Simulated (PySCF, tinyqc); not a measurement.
Worked calculation: RHF in the sto-3g basis, for LiH, spin multiplicity 1. The lowest restricted solution is unstable here: a spin-polarised one lies 0.0218 hartree lower (PySCF). Computed by tinyqc, a small Python program that keeps every step (integrals from PySCF). Settings: charge = 0, multiplicity = 1, basis = sto-3g, energy threshold = 1e-09, iteration cap = 62, orthogonalisation = symmetric, start = atomic densities, DIIS depth = 8, method = RHF. Command: `OMP_NUM_THREADS=1 python tinyqc.py 21356 21357 out.jsonl` (the two numbers bound the seeds that draw the settings). One thread of a shared host (Intel(R) Xeon(R) Processor @ 2.60GHz), about 0.09 s of CPU time with the checks. Later iterations appear only in the table of the cycle.

## One-electron integrals

Geometry (angstrom):
```
atom         x         y         z
Li    0.000000  0.000000  0.000000
H     0.000000  0.000000  2.434000
```

Basis sto-3g: exponents (1/bohr^2) and contraction coefficients of normalised primitives:
```
element  l (shell)   exponent  coefficient
Li           s (1)  16.119575     0.154329
Li           s (1)   2.936201     0.535328
Li           s (1)   0.794651     0.444635
Li           s (2)   0.636290    -0.099967
Li           s (2)   0.147860     0.399513
Li           s (2)   0.048089     0.700115
Li           p (3)   0.636290     0.155916
Li           p (3)   0.147860     0.607684
Li           p (3)   0.048089     0.391957
H            s (1)   3.425251     0.154329
H            s (1)   0.623914     0.535328
H            s (1)   0.168855     0.444635
```

Overlap, kinetic and nuclear-attraction integrals over the contracted functions; the nuclear repulsion is the sum of Za Zb / Rab.

nuclear repulsion = 0.65223157 hartree

overlap S, lower triangle:
```
           1Li 1s    1Li 2s   1Li 2px   1Li 2py   1Li 2pz     2H 1s
1Li 1s   1.000000
1Li 2s   0.241137  1.000000
1Li 2px  0.000000  0.000000  1.000000
1Li 2py  0.000000  0.000000  0.000000  1.000000
1Li 2pz  0.000000  0.000000  0.000000  0.000000  1.000000
2H 1s    0.009697  0.209270  0.000000  0.000000  0.312063  1.000000
```

kinetic energy T (hartree), lower triangle:
```
            1Li 1s    1Li 2s   1Li 2px   1Li 2py   1Li 2pz     2H 1s
1Li 1s    3.576786
1Li 2s   -0.020237  0.102163
1Li 2px   0.000000  0.000000  0.319682
1Li 2py   0.000000  0.000000  0.000000  0.319682
1Li 2pz   0.000000  0.000000  0.000000  0.000000  0.319682
2H 1s    -0.005018  0.005313  0.000000  0.000000  0.030791  0.760032
```

nuclear attraction V (hartree), lower triangle:
```
            1Li 1s     1Li 2s    1Li 2px    1Li 2py    1Li 2pz      2H 1s
1Li 1s   -8.200292
1Li 2s   -1.016769  -1.419279
1Li 2px   0.000000   0.000000  -1.391216
1Li 2py   0.000000   0.000000   0.000000  -1.391216
1Li 2pz  -0.006960  -0.076098   0.000000   0.000000  -1.446208
2H 1s    -0.037945  -0.308091   0.000000   0.000000  -0.463779  -1.878825
```

core Hamiltonian H = T + V (hartree), lower triangle:
```
            1Li 1s     1Li 2s    1Li 2px    1Li 2py    1Li 2pz      2H 1s
1Li 1s   -4.623505
1Li 2s   -1.037006  -1.317116
1Li 2px   0.000000   0.000000  -1.071534
1Li 2py   0.000000   0.000000   0.000000  -1.071534
1Li 2pz  -0.006960  -0.076098   0.000000   0.000000  -1.126526
2H 1s    -0.042963  -0.302778   0.000000   0.000000  -0.432988  -1.118793
```

## Two-electron integrals

Functions are numbered as in S; the eight-fold symmetry (ij|kl) = (ji|kl) = (kl|ij) leaves the list below.

Two-electron integrals (ij|kl) in chemists' order, unique and non-zero (hartree):
```
(11|11) 1.680395   (21|11) 0.265420   (21|21) 0.049941   (22|11) 0.397727
(22|21) 0.092860   (22|22) 0.290562   (31|31) 0.008981   (32|31) 0.013788
(32|32) 0.064184   (33|11) 0.396640   (33|21) 0.092880   (33|22) 0.290497
(33|33) 0.312946   (41|41) 0.008981   (42|41) 0.013788   (42|42) 0.064184
(43|43) 0.016869   (44|11) 0.396640   (44|21) 0.092880   (44|22) 0.290497
(44|33) 0.279207   (44|44) 0.312946   (51|51) 0.008981   (52|51) 0.013788
(52|52) 0.064184   (53|53) 0.016869   (54|54) 0.016869   (55|11) 0.396640
(55|21) 0.092880   (55|22) 0.290497   (55|33) 0.279207   (55|44) 0.279207
(55|55) 0.312946   (61|11) 0.009902   (61|21) 0.001900   (61|22) 0.003689
(61|33) 0.003637   (61|44) 0.003637   (61|51) 0.000272   (61|52) 0.000538
(61|55) 0.003793   (61|61) 0.000082   (62|11) 0.057445   (62|21) 0.013738
(62|22) 0.050449   (62|33) 0.047424   (62|44) 0.047424   (62|51) 0.002029
(62|52) 0.016052   (62|55) 0.056451   (62|61) 0.000654   (62|62) 0.019535
(63|31) 0.000665   (63|32) 0.003973   (63|53) 0.001963   (63|63) 0.000864
(64|41) 0.000665   (64|42) 0.003973   (64|54) 0.001963   (64|64) 0.000864
(65|11) 0.082198   (65|21) 0.019737   (65|22) 0.073899   (65|33) 0.068896
(65|44) 0.068896   (65|51) 0.003117   (65|52) 0.024909   (65|55) 0.083833
(65|61) 0.000953   (65|62) 0.030287   (65|65) 0.047127   (66|11) 0.217397
(66|21) 0.052414   (66|22) 0.210153   (66|33) 0.193765   (66|44) 0.193765
(66|51) 0.006943   (66|52) 0.072397   (66|55) 0.242712   (66|61) 0.002479
(66|62) 0.110020   (66|65) 0.173972   (66|66) 0.774606
```

## Orthogonalisation

S = U s U^T; symmetric (Loewdin) form X = U s^(-1/2) U^T, so that X^T S X = 1.

eigenvalues of S: 0.597455  0.810998  1.000000  1.000000  1.181517  1.410030

X, lower triangle:
```
            1Li 1s     1Li 2s   1Li 2px   1Li 2py    1Li 2pz     2H 1s
1Li 1s    1.023312
1Li 2s   -0.128294   1.042461
1Li 2px   0.000000   0.000000  1.000000
1Li 2py   0.000000   0.000000  0.000000  1.000000
1Li 2pz  -0.004495   0.028346  0.000000  0.000000   1.040826
2H 1s     0.016568  -0.118620  0.000000  0.000000  -0.171707  1.059695
```

## Starting guess

The start is atomic minimal-basis densities projected into this basis (PySCF's MINAO start) and scaled to the electron count of each spin; this density is not idempotent, so its energy is not variational and may lie below the converged one.

D at the start, lower triangle:
```
            1Li 1s     1Li 2s   1Li 2px   1Li 2py   1Li 2pz     2H 1s
1Li 1s    2.075445
1Li 2s   -0.223762   1.015296
1Li 2px   0.000000   0.000000  0.000000
1Li 2py   0.000000   0.000000  0.000000  0.000000
1Li 2pz   0.004963  -0.007535  0.000000  0.000000  0.002641
2H 1s    -0.022934   0.092413  0.000000  0.000000  0.048494  0.946032
```

## Iteration 1: building the Fock matrix

J_ij = sum D_kl (ij|kl), K_ij = sum D_kl (ik|jl); F = H + J - 0.5 K; E = tr D H + tr D J / 2 - 0.25 tr D K + E_nn.

Coulomb J (hartree), lower triangle:
```
           1Li 1s    1Li 2s   1Li 2px   1Li 2py   1Li 2pz     2H 1s
1Li 1s   3.997444
1Li 2s   0.676993  1.294811
1Li 2px  0.000000  0.000000  1.275904
1Li 2py  0.000000  0.000000  0.000000  1.275904
1Li 2pz  0.007114  0.073017  0.000000  0.000000  1.325408
2H 1s    0.026004  0.274825  0.000000  0.000000  0.411380  1.410621
```

exchange K (hartree), lower triangle:
```
           1Li 1s    1Li 2s   1Li 2px   1Li 2py   1Li 2pz     2H 1s
1Li 1s   3.419517
1Li 2s   0.546004  0.386002
1Li 2px  0.000000  0.000000  0.079391
1Li 2py  0.000000  0.000000  0.000000  0.079391
1Li 2pz  0.002428  0.038268  0.000000  0.000000  0.135638
2H 1s    0.024117  0.179824  0.000000  0.000000  0.203878  0.789286
```

Fock matrix F (hartree), lower triangle:
```
            1Li 1s     1Li 2s   1Li 2px   1Li 2py    1Li 2pz      2H 1s
1Li 1s   -2.335820
1Li 2s   -0.633015  -0.215306
1Li 2px   0.000000   0.000000  0.164674
1Li 2py   0.000000   0.000000  0.000000  0.164674
1Li 2pz  -0.001059  -0.022215  0.000000  0.000000   0.131063
2H 1s    -0.029017  -0.117865  0.000000  0.000000  -0.123547  -0.102815
```

total energy of this density = -7.61652565 hartree

This density is the starting one; it is not idempotent, so its energy is not variational and may lie below the converged one.

## Iteration 1: diagonalisation and new density

Diagonalise F' = X^T F X, C = X C', fill 2 alpha and 2 beta electrons from the bottom; D = 2 C_occ C_occ^T. Each column has its largest component positive (the first on a tie).

F' = X^T F X (hartree), lower triangle:
```
           1          2         3         4          5          6
1  -2.283836
2  -0.350274  -0.076653
3   0.000000   0.000000  0.164674
4   0.000000   0.000000  0.000000  0.164674
5  -0.005457   0.012046  0.000000  0.000000   0.182855
6   0.019008  -0.106752  0.000000  0.000000  -0.147251  -0.040101
```

orbital energies (hartree): MO1 -2.338097, MO2 -0.172306, MO3 0.023401, MO4 0.164674, MO5 0.164674, MO6 0.269268

coefficients C:
```
               MO1        MO2        MO3       MO4        MO5        MO6
1Li 1s    0.991608  -0.141271  -0.234799  0.000000   0.000000  -0.074485
1Li 2s    0.032880   0.483418   0.888144  0.000000   0.000000   0.307385
1Li 2px   0.000000   0.000000   0.000000  0.966106  -0.258145   0.000000
1Li 2py   0.000000   0.000000   0.000000  0.258145   0.966106   0.000000
1Li 2pz   0.001469   0.198963  -0.355230  0.000000   0.000000   0.973575
2H 1s    -0.003047   0.713276  -0.441163  0.000000   0.000000  -0.680724
```

D after iteration 1, lower triangle:
```
            1Li 1s    1Li 2s   1Li 2px   1Li 2py   1Li 2pz     2H 1s
1Li 1s    2.006488
1Li 2s   -0.071377  0.469548
1Li 2px   0.000000  0.000000  0.000000
1Li 2py   0.000000  0.000000  0.000000  0.000000
1Li 2pz  -0.053302  0.192462  0.000000  0.000000  0.079177
2H 1s    -0.207574  0.689421  0.000000  0.000000  0.283823  1.017544
```

Within a degenerate level the vectors are fixed only up to a rotation; this is one choice.

## Iteration 2: building the Fock matrix

As before.

Coulomb J (hartree), lower triangle:
```
           1Li 1s    1Li 2s   1Li 2px   1Li 2py   1Li 2pz     2H 1s
1Li 1s   3.894927
1Li 2s   0.659080  1.268030
1Li 2px  0.000000  0.000000  1.241256
1Li 2py  0.000000  0.000000  0.000000  1.241256
1Li 2pz  0.015869  0.132952  0.000000  0.000000  1.314593
2H 1s    0.025737  0.303229  0.000000  0.000000  0.457846  1.611364
```

exchange K (hartree), lower triangle:
```
            1Li 1s    1Li 2s   1Li 2px   1Li 2py   1Li 2pz     2H 1s
1Li 1s    3.356711
1Li 2s    0.546393  0.321314
1Li 2px   0.000000  0.000000  0.054720
1Li 2py   0.000000  0.000000  0.000000  0.054720
1Li 2pz  -0.001300  0.173983  0.000000  0.000000  0.199561
2H 1s     0.018328  0.332890  0.000000  0.000000  0.358269  1.062153
```

Fock matrix F (hartree), lower triangle:
```
            1Li 1s     1Li 2s   1Li 2px   1Li 2py    1Li 2pz      2H 1s
1Li 1s   -2.406934
1Li 2s   -0.651122  -0.209742
1Li 2px   0.000000   0.000000  0.142361
1Li 2py   0.000000   0.000000  0.000000  0.142361
1Li 2pz   0.009559  -0.030137  0.000000  0.000000   0.088287
2H 1s    -0.026390  -0.165994  0.000000  0.000000  -0.154277  -0.038506
```

total energy of this density = -7.76494047 hartree

## Iteration 2: DIIS over 2 matrices

error matrix X^T (FDS - SDF) X:
```
           1          2         3         4          5          6
1   0.000000   0.000907  0.000000  0.000000  -0.021527   0.019935
2  -0.000907   0.000000  0.000000  0.000000   0.018756  -0.084519
3   0.000000   0.000000  0.000000  0.000000   0.000000   0.000000
4   0.000000   0.000000  0.000000  0.000000   0.000000   0.000000
5   0.021527  -0.018756  0.000000  0.000000   0.000000  -0.080562
6  -0.019935   0.084519  0.000000  0.000000   0.080562   0.000000
```

B (overlaps of the stored error matrices):
```
               1              2
1  2.0797315e-02  1.1628850e-02
2  1.1628850e-02  2.9694164e-02
```

Minimise |sum c_i e_i|^2 with sum c_i = 1: solve [B -1; -1 0][c; lambda] = [0; -1] with B_ij = tr e_i^T e_j, and take F = sum c_i F_i.

DIIS coefficients: 0.663342  0.336658

extrapolated F (hartree), lower triangle:
```
            1Li 1s     1Li 2s   1Li 2px   1Li 2py    1Li 2pz      2H 1s
1Li 1s   -2.359761
1Li 2s   -0.639111  -0.213433
1Li 2px   0.000000   0.000000  0.157162
1Li 2py   0.000000   0.000000  0.000000  0.157162
1Li 2pz   0.002515  -0.024882  0.000000  0.000000   0.116662
2H 1s    -0.028133  -0.134068  0.000000  0.000000  -0.133893  -0.081165
```

## Iteration 2: diagonalisation and new density

As before.

F' = X^T F X (hartree), lower triangle:
```
           1          2         3         4          5          6
1  -2.307205
2  -0.354543  -0.069168
3   0.000000   0.000000  0.157162
4   0.000000   0.000000  0.000000  0.157162
5  -0.002070   0.013083  0.000000  0.000000   0.171561
6   0.022337  -0.127986  0.000000  0.000000  -0.160759  -0.008429
```

orbital energies (hartree): MO1 -2.362030, MO2 -0.177040, MO3 0.038277, MO4 0.157162, MO5 0.157162, MO6 0.287552

coefficients C:
```
               MO1        MO2        MO3       MO4        MO5        MO6
1Li 1s    0.991687  -0.150629  -0.222980  0.000000   0.000000  -0.089829
1Li 2s    0.032579   0.522438   0.840189  0.000000   0.000000   0.371669
1Li 2px   0.000000   0.000000   0.000000  0.743665  -0.668552   0.000000
1Li 2py   0.000000   0.000000   0.000000  0.668552   0.743665   0.000000
1Li 2pz   0.000021   0.225539  -0.454377  0.000000   0.000000   0.925364
2H 1s    -0.002878   0.672175  -0.391412  0.000000   0.000000  -0.749500
```

D after iteration 2, lower triangle:
```
            1Li 1s    1Li 2s   1Li 2px   1Li 2py   1Li 2pz     2H 1s
1Li 1s    2.012266
1Li 2s   -0.092773  0.548006
1Li 2px   0.000000  0.000000  0.000000
1Li 2py   0.000000  0.000000  0.000000  0.000000
1Li 2pz  -0.067904  0.235662  0.000000  0.000000  0.101736
2H 1s    -0.208206  0.702153  0.000000  0.000000  0.303203  0.903656
```

Within a degenerate level the vectors are fixed only up to a rotation; this is one choice.

## Iteration 3: building the Fock matrix

As before.

Coulomb J (hartree), lower triangle:
```
           1Li 1s    1Li 2s   1Li 2px   1Li 2py   1Li 2pz     2H 1s
1Li 1s   3.913308
1Li 2s   0.663001  1.275915
1Li 2px  0.000000  0.000000  1.250469
1Li 2py  0.000000  0.000000  0.000000  1.250469
1Li 2pz  0.016179  0.131224  0.000000  0.000000  1.319802
2H 1s    0.025897  0.298673  0.000000  0.000000  0.450010  1.559716
```

exchange K (hartree), lower triangle:
```
            1Li 1s    1Li 2s   1Li 2px   1Li 2py   1Li 2pz     2H 1s
1Li 1s    3.359220
1Li 2s    0.546104  0.341538
1Li 2px   0.000000  0.000000  0.059677
1Li 2py   0.000000  0.000000  0.000000  0.059677
1Li 2pz  -0.002384  0.187007  0.000000  0.000000  0.209631
2H 1s     0.018409  0.332989  0.000000  0.000000  0.351886  0.988634
```

Fock matrix F (hartree), lower triangle:
```
            1Li 1s     1Li 2s   1Li 2px   1Li 2py    1Li 2pz      2H 1s
1Li 1s   -2.389808
1Li 2s   -0.647058  -0.211970
1Li 2px   0.000000   0.000000  0.149097
1Li 2py   0.000000   0.000000  0.000000  0.149097
1Li 2pz   0.010412  -0.038378  0.000000  0.000000   0.088461
2H 1s    -0.026270  -0.170599  0.000000  0.000000  -0.158921  -0.053394
```

total energy of this density = -7.77391195 hartree

## Iteration 3: DIIS over 3 matrices

error matrix X^T (FDS - SDF) X:
```
           1          2         3         4          5          6
1   0.000000   0.001901  0.000000  0.000000  -0.016180   0.011111
2  -0.001901   0.000000  0.000000  0.000000   0.016651  -0.042974
3   0.000000   0.000000  0.000000  0.000000   0.000000   0.000000
4   0.000000   0.000000  0.000000  0.000000   0.000000   0.000000
5   0.016180  -0.016651  0.000000  0.000000   0.000000  -0.049824
6  -0.011111   0.042974  0.000000  0.000000   0.049824   0.000000
```

B (overlaps of the stored error matrices), lower triangle:
```
               1              2              3
1  2.0797315e-02
2  1.1628850e-02  2.9694164e-02
3  7.5684755e-03  1.7059745e-02  9.9906159e-03
```

As before.

DIIS coefficients: -0.099800  -1.324173  2.423973

extrapolated F (hartree), lower triangle:
```
            1Li 1s     1Li 2s   1Li 2px   1Li 2py    1Li 2pz      2H 1s
1Li 1s   -2.372517
1Li 2s   -0.643077  -0.214586
1Li 2px   0.000000   0.000000  0.156461
1Li 2py   0.000000   0.000000  0.000000  0.156461
1Li 2pz   0.012685  -0.050903  0.000000  0.000000   0.084439
2H 1s    -0.025836  -0.181961  0.000000  0.000000  -0.168602  -0.068176
```

## Iteration 3: diagonalisation and new density

As before.

F' = X^T F X (hartree), lower triangle:
```
           1          2         3         4          5         6
1  -2.319374
2  -0.358388  -0.058877
3   0.000000   0.000000  0.156461
4   0.000000   0.000000  0.000000  0.156461
5   0.010192  -0.003985  0.000000  0.000000   0.148281
6   0.029782  -0.180095  0.000000  0.000000  -0.195579  0.028837
```

orbital energies (hartree): MO1 -2.374872, MO2 -0.226926, MO3 0.069430, MO4 0.156461, MO5 0.156461, MO6 0.331234

coefficients C:
```
               MO1        MO2        MO3       MO4        MO5        MO6
1Li 1s    0.991674  -0.154976  -0.211371  0.000000   0.000000   0.108675
1Li 2s    0.032559   0.546565   0.781877  0.000000   0.000000  -0.454901
1Li 2px   0.000000   0.000000   0.000000  0.343996   0.938971   0.000000
1Li 2py   0.000000   0.000000   0.000000  0.938971  -0.343996   0.000000
1Li 2pz  -0.003913   0.289908  -0.583249  0.000000   0.000000  -0.830292
2H 1s    -0.002269   0.618483  -0.269275  0.000000   0.000000   0.843651
```

D after iteration 3, lower triangle:
```
            1Li 1s    1Li 2s   1Li 2px   1Li 2py   1Li 2pz     2H 1s
1Li 1s    2.014869
1Li 2s   -0.104833  0.599586
1Li 2px   0.000000  0.000000  0.000000
1Li 2py   0.000000  0.000000  0.000000  0.000000
1Li 2pz  -0.097618  0.316652  0.000000  0.000000  0.168123
2H 1s    -0.196200  0.675934  0.000000  0.000000  0.358624  0.765053
```

Within a degenerate level the vectors are fixed only up to a rotation; this is one choice.

## Iteration 8 (converged): orbitals

converged F (hartree), lower triangle:
```
            1Li 1s     1Li 2s   1Li 2px   1Li 2py    1Li 2pz      2H 1s
1Li 1s   -2.372212
1Li 2s   -0.644195  -0.204808
1Li 2px   0.000000   0.000000  0.157234
1Li 2py   0.000000   0.000000  0.000000  0.157234
1Li 2pz   0.013226  -0.048090  0.000000  0.000000   0.078153
2H 1s    -0.026761  -0.170337  0.000000  0.000000  -0.170209  -0.062747
```

As before.

F' = X^T F X (hartree), lower triangle:
```
           1          2         3         4          5         6
1  -2.318681
2  -0.360474  -0.050606
3   0.000000   0.000000  0.157234
4   0.000000   0.000000  0.000000  0.157234
5   0.010732  -0.002714  0.000000  0.000000   0.142260
6   0.027539  -0.169442  0.000000  0.000000  -0.197055  0.032631
```

orbital energies (hartree): MO1 -2.374638, MO2 -0.214264, MO3 0.066401, MO4 0.157234, MO5 0.157234, MO6 0.328105

coefficients C:
```
               MO1        MO2        MO3       MO4        MO5        MO6
1Li 1s    0.991571  -0.148896  -0.216994  0.000000   0.000000   0.107020
1Li 2s    0.032920   0.523318   0.800528  0.000000   0.000000  -0.449742
1Li 2px   0.000000   0.000000   0.000000  0.988225  -0.153010   0.000000
1Li 2py   0.000000   0.000000   0.000000  0.153010   0.988225   0.000000
1Li 2pz  -0.004235   0.312820  -0.570974  0.000000   0.000000  -0.830506
2H 1s    -0.002004   0.622560  -0.251808  0.000000   0.000000   0.846043
```

D after iteration 8, lower triangle:
```
            1Li 1s    1Li 2s   1Li 2px   1Li 2py   1Li 2pz     2H 1s
1Li 1s    2.010765
1Li 2s   -0.090556  0.549891
1Li 2px   0.000000  0.000000  0.000000
1Li 2py   0.000000  0.000000  0.000000  0.000000
1Li 2pz  -0.101554  0.327129  0.000000  0.000000  0.195748
2H 1s    -0.189367  0.651462  0.000000  0.000000  0.389515  0.775171
```

Within a degenerate level the vectors are fixed only up to a rotation; this is one choice.

## Convergence

Stop when the energy changes by less than 1e-09 hartree and every element of the error matrix X^T (F D S - S D F) X is below 9e-06.

Course of the cycle:
```
iteration  E (hartree)     change  largest element of the error matrix
1          -7.61652565          -                             8.56e-02
2          -7.76494047  -1.48e-01                             8.45e-02
3          -7.77391195  -8.97e-03                             4.98e-02
4          -7.77882691  -4.91e-03                             6.98e-03
5          -7.77912239  -2.95e-04                             1.86e-03
6          -7.77913174  -9.35e-06                             2.53e-04
7          -7.77913184  -9.91e-08                             1.78e-05
8          -7.77913184  -6.57e-10                             5.47e-08
```

PySCF RHF in the same basis = -7.77913184 hartree

Converged in 8 iterations.

## Populations, bond orders and dipole

Mulliken: Z minus the diagonal of D S on the atom; Loewdin: the same with S^(1/2) D S^(1/2); Mayer order: 2 sum_s sum (D(s) S)_ij (D(s) S)_ji over the two atoms.

Charges (e):
```
atom   Mulliken    Loewdin
1Li    0.031219   0.028392
2H    -0.031219  -0.028392
```

Mayer bond orders:
```
pair     order
2-1   0.999025
```

dipole moment about the origin, x y z (debye): 0.000000  0.000000  -5.172988
